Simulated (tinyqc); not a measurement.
G0W0 on RHF in the sto-6g basis, for H2F+, spin multiplicity 1, step by step. One step of it, computed by the program tinyqc.

Task: Screening: direct RPA. With D = e_a - e_i and K = (ia|jb): diagonalise D^(1/2) (D + 4K) D^(1/2) = Z w^2 Z^T; X + Y = D^(1/2) Z w^(-1/2), each column of Z with its largest component positive (the first on a tie); E_c = (sum w - tr (D + 2K)) / 2.

orbital energies (hartree): MO1 -26.959589, MO2 -2.076643, MO3 -1.210859, MO4 -1.086133, MO5 -1.053044, MO6 -0.016961, MO7 0.152296

Two-electron integrals over orbitals (pq|rs), unique and non-zero (hartree):
```
p,q,r,s,(pq|rs)
1,1,1,1,5.380936
2,1,1,1,-0.515309
2,1,2,1,0.080062
2,2,1,1,1.221391
2,2,2,1,-0.020546
2,2,2,2,0.864206
3,1,1,1,-0.011853
3,1,2,1,0.001551
3,1,2,2,-0.001366
3,1,3,1,0.017820
3,2,1,1,0.006623
3,2,2,1,-0.000796
3,2,2,2,-0.002874
3,2,3,1,0.025774
3,2,3,2,0.159394
3,3,1,1,0.993159
3,3,2,1,-0.007660
3,3,2,2,0.763577
3,3,3,1,0.000585
3,3,3,2,0.003080
3,3,3,3,0.743228
4,1,1,1,0.137537
4,1,2,1,-0.018271
4,1,2,2,0.014637
4,1,3,1,-0.000638
4,1,3,2,-0.000012
4,1,3,3,0.004692
4,1,4,1,0.029862
4,2,1,1,-0.094131
4,2,2,1,0.008717
4,2,2,2,0.006352
4,2,3,1,0.000011
4,2,3,2,-0.000438
4,2,3,3,-0.005514
4,2,4,1,0.029995
4,2,4,2,0.160130
4,3,1,1,-0.008444
4,3,2,1,0.000377
4,3,2,2,-0.003192
4,3,3,1,-0.003846
4,3,3,2,0.005178
4,3,3,3,-0.003520
4,3,4,1,0.000778
4,3,4,2,0.004317
4,3,4,3,0.048234
4,4,1,1,1.171966
4,4,2,1,-0.014312
4,4,2,2,0.821359
4,4,3,1,-0.000098
4,4,3,2,0.004495
4,4,3,3,0.720404
4,4,4,1,-0.011489
4,4,4,2,-0.090411
4,4,4,3,-0.005156
4,4,4,4,0.905772
5,1,5,1,0.030395
5,2,5,1,0.038968
5,2,5,2,0.181618
5,3,5,1,0.000841
5,3,5,2,0.002971
5,3,5,3,0.038625
5,4,5,1,-0.009688
5,4,5,2,-0.034706
5,4,5,3,-0.001077
5,4,5,4,0.055302
5,5,1,1,1.265976
5,5,2,1,-0.013446
5,5,2,2,0.882742
5,5,3,1,-0.000299
5,5,3,2,0.003258
5,5,3,3,0.751067
5,5,4,1,0.003420
5,5,4,2,-0.049320
5,5,4,3,-0.004735
5,5,4,4,0.841808
5,5,5,5,0.998085
6,1,1,1,0.231907
6,1,2,1,-0.038006
6,1,2,2,0.004991
6,1,3,1,-0.002308
6,1,3,2,-0.001939
6,1,3,3,0.002161
6,1,4,1,-0.003829
6,1,4,2,-0.019065
6,1,4,3,-0.000194
6,1,4,4,0.013393
6,1,5,5,0.005622
6,1,6,1,0.024311
6,2,1,1,-0.306336
6,2,2,1,0.008615
6,2,2,2,-0.149165
6,2,3,1,-0.001242
6,2,3,2,-0.007620
6,2,3,3,-0.093059
6,2,4,1,-0.017648
6,2,4,2,-0.039578
6,2,4,3,0.002492
6,2,4,4,-0.108012
6,2,5,5,-0.154275
6,2,6,1,0.003662
6,2,6,2,0.078754
6,3,1,1,-0.045202
6,3,2,1,0.000966
6,3,2,2,-0.023268
6,3,3,1,-0.004224
6,3,3,2,0.025341
6,3,3,3,-0.019356
6,3,4,1,-0.000087
6,3,4,2,0.006093
6,3,4,3,0.017055
6,3,4,4,-0.019828
6,3,5,5,-0.025027
6,3,6,1,-0.000118
6,3,6,2,0.009893
6,3,6,3,0.067810
6,4,1,1,-0.250989
6,4,2,1,0.002501
6,4,2,2,-0.133376
6,4,3,1,0.000907
6,4,3,2,0.005997
6,4,3,3,-0.079565
6,4,4,1,-0.006234
6,4,4,2,0.006256
6,4,4,3,0.001894
6,4,4,4,-0.142124
6,4,5,5,-0.137228
6,4,6,1,0.001593
6,4,6,2,0.059848
6,4,6,3,0.015033
6,4,6,4,0.068741
6,5,5,1,-0.014282
6,5,5,2,-0.054023
6,5,5,3,-0.003432
6,5,5,4,-0.006363
6,5,6,5,0.026909
6,6,1,1,0.709853
6,6,2,1,-0.006005
6,6,2,2,0.579812
6,6,3,1,0.001654
6,6,3,2,0.019610
6,6,3,3,0.560970
6,6,4,1,0.016475
6,6,4,2,0.068087
6,6,4,3,0.011419
6,6,4,4,0.541783
6,6,5,5,0.553598
6,6,6,1,-0.004696
6,6,6,2,-0.055698
6,6,6,3,0.016393
6,6,6,4,-0.025781
6,6,6,6,0.557762
7,1,1,1,0.033039
7,1,2,1,-0.005588
7,1,2,2,0.000227
7,1,3,1,0.017657
7,1,3,2,0.024615
7,1,3,3,0.001176
7,1,4,1,0.000320
7,1,4,2,-0.001528
7,1,4,3,-0.004019
7,1,4,4,0.001450
7,1,5,5,0.000780
7,1,6,1,0.001413
7,1,6,2,-0.001523
7,1,6,3,-0.004043
7,1,6,4,0.000854
7,1,6,6,0.001720
7,1,7,1,0.018169
7,2,1,1,-0.045408
7,2,2,1,0.001158
7,2,2,2,-0.022263
7,2,3,1,0.017356
7,2,3,2,0.062556
7,2,3,3,-0.010191
7,2,4,1,-0.001529
7,2,4,2,-0.001081
7,2,4,3,-0.023658
7,2,4,4,-0.017940
7,2,5,5,-0.022301
7,2,6,1,-0.001540
7,2,6,2,0.004586
7,2,6,3,-0.026586
7,2,6,4,0.008592
7,2,6,6,-0.008973
7,2,7,1,0.016592
7,2,7,2,0.056194
7,3,1,1,0.422697
7,3,2,1,-0.008206
7,3,2,2,0.201759
7,3,3,1,-0.000135
7,3,3,2,0.008759
7,3,3,3,0.160653
7,3,4,1,-0.001388
7,3,4,2,-0.057732
7,3,4,3,-0.000970
7,3,4,4,0.201083
7,3,5,5,0.226170
7,3,6,1,0.005230
7,3,6,2,-0.072099
7,3,6,3,-0.008179
7,3,6,4,-0.078547
7,3,6,6,0.022649
7,3,7,1,0.000653
7,3,7,2,-0.013310
7,3,7,3,0.158444
7,4,1,1,-0.012833
7,4,2,1,0.000039
7,4,2,2,-0.005812
7,4,3,1,-0.007750
7,4,3,2,-0.056700
7,4,3,3,-0.004526
7,4,4,1,-0.001239
7,4,4,2,-0.003784
7,4,4,3,0.010464
7,4,4,4,-0.007231
7,4,5,5,-0.006636
7,4,6,1,0.001323
7,4,6,2,0.006345
7,4,6,3,-0.038602
7,4,6,4,-0.001880
7,4,6,6,-0.016052
7,4,7,1,-0.007622
7,4,7,2,-0.010916
7,4,7,3,-0.009436
7,4,7,4,0.047830
7,5,5,1,-0.001997
7,5,5,2,-0.007557
7,5,5,3,0.025202
7,5,5,4,0.000395
7,5,6,5,0.001277
7,5,7,5,0.020116
7,6,1,1,-0.003123
7,6,2,1,0.000104
7,6,2,2,0.002242
7,6,3,1,-0.010143
7,6,3,2,-0.094825
7,6,3,3,-0.002682
7,6,4,1,0.001393
7,6,4,2,0.004463
7,6,4,3,-0.043145
7,6,4,4,-0.005595
7,6,5,5,-0.001418
7,6,6,1,0.000240
7,6,6,2,-0.001699
7,6,6,3,-0.078668
7,6,6,4,-0.010834
7,6,6,6,-0.034722
7,6,7,1,-0.009843
7,6,7,2,0.006513
7,6,7,3,-0.014447
7,6,7,4,0.056594
7,6,7,6,0.152122
7,7,1,1,0.810016
7,7,2,1,-0.007612
7,7,2,2,0.622073
7,7,3,1,-0.002923
7,7,3,2,-0.023816
7,7,3,3,0.622380
7,7,4,1,0.003332
7,7,4,2,0.008049
7,7,4,3,-0.009504
7,7,4,4,0.598036
7,7,5,5,0.607698
7,7,6,1,0.002857
7,7,6,2,-0.048773
7,7,6,3,-0.026170
7,7,6,4,-0.032273
7,7,6,6,0.536419
7,7,7,1,-0.002230
7,7,7,2,-0.006303
7,7,7,3,0.067740
7,7,7,4,0.012790
7,7,7,6,0.031948
7,7,7,7,0.592717
```

Give: D^(1/2) (D + 4K) D^(1/2); excitation energies w; X + Y; RPA correlation energy.

Result:

D^(1/2) (D + 4K) D^(1/2) (hartree^2):
```
,1>6,1>7,2>6,2>7,3>6,3>7,4>6,4>7,5>6,5>7
1>6,728.5252,0.1528,0.1091,-0.0477,-0.0027,0.1268,0.0342,0.0306,0.0000,0.0000
1>7,0.1528,737.0246,-0.0455,0.5159,-0.0920,0.0159,0.0184,-0.1767,0.0000,0.0000
2>6,0.1091,-0.0455,4.8911,0.0393,0.0621,-0.4832,0.3552,0.0405,0.0000,0.0000
2>7,-0.0477,0.5159,0.0393,5.4692,-0.1735,-0.0928,0.0531,-0.0725,0.0000,0.0000
3>6,-0.0027,-0.0920,0.0621,-0.1735,1.7492,-0.0417,0.0679,-0.1878,0.0000,0.0000
3>7,0.1268,0.0159,-0.4832,-0.0928,-0.0417,2.7221,-0.3793,-0.0490,0.0000,0.0000
4>6,0.0342,0.0184,0.3552,0.0531,0.0679,-0.3793,1.4371,-0.0087,0.0000,0.0000
4>7,0.0306,-0.1767,0.0405,-0.0725,-0.1878,-0.0490,-0.0087,1.7706,0.0000,0.0000
5>6,0.0000,0.0000,0.0000,0.0000,0.0000,0.0000,0.0000,0.0000,1.1850,0.0057
5>7,0.0000,0.0000,0.0000,0.0000,0.0000,0.0000,0.0000,0.0000,0.0057,1.5498
```

excitation energies w (hartree): 1.0885  1.1458  1.2450  1.2493  1.3968  1.6389  2.2448  2.3429  26.9912  27.1483

X + Y:
```
,1,2,3,4,5,6,7,8,9,10
1>6,0.0000,-0.0004,0.0000,-0.0002,-0.0001,-0.0008,-0.0004,0.0002,0.9989,0.0179
1>7,0.0000,-0.0002,0.0000,0.0010,0.0005,-0.0001,0.0006,-0.0024,-0.0180,0.9992
2>6,0.0000,-0.0827,0.0000,-0.0252,0.0121,0.2725,0.9195,0.1156,0.0000,0.0000
2>7,0.0000,-0.0165,0.0000,0.0608,-0.0229,0.0336,-0.1335,0.9649,0.0000,0.0002
3>6,0.0000,-0.1281,0.0000,0.7031,-0.6288,-0.0348,0.0214,-0.0299,0.0000,0.0000
3>7,0.0000,0.2544,0.0000,0.0791,-0.0248,0.8603,-0.1673,-0.0440,0.0000,0.0000
4>6,0.0000,0.9295,0.0000,0.0723,-0.0688,-0.1762,0.0799,0.0192,0.0000,0.0000
4>7,0.0000,-0.0049,0.0000,0.6814,0.6856,-0.0275,0.0120,-0.0110,0.0000,-0.0001
5>6,0.9755,0.0000,0.0143,0.0000,0.0000,0.0000,0.0000,0.0000,0.0000,0.0000
5>7,-0.0165,0.0000,0.9838,0.0000,0.0000,0.0000,0.0000,0.0000,0.0000,0.0000
```

RPA correlation energy = -0.046172 hartree
